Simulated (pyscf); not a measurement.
Optimised with ωB97X-D3(BJ)/def2-SVP in PySCF.

**Question.** H₃Si–NH–SiH₃ + BH₃ → SiH₄ + H₂B–NH–SiH₃
Surface: singlet. Broken: N–Si, B–H. Formed: H–Si, B–N. Give ΔE‡ and ΔE from ωB97M-D3(BJ)/def2-TZVP, relative to the separated reactants.

**Answer.** ΔE‡ = -0.32 eV, ΔE = -1.02 eV. Zero-point energy shifts the barrier by +0.18 eV. It is a four-centre exchange, with an imaginary mode of 114i cm⁻¹. On the reactant side the descent ends in an adduct with a B–N contact, 1.15 eV under the separated species and 0.78 eV under the saddle at ωB97X-D3(BJ)/def2-TZVP. At ωB97M-D3(BJ) the saddle lies under the separated reactants, which points to a path from their complex (located at ωB97X-D3(BJ) alone). What is counted as formed (B–N) is already present as a longer contact in the reactant adduct; forming that adduct is a step of its own. At the saddle there is also a short B–Si contact that neither side keeps. This is the saddle that the search found; another between the same sides may lie lower.
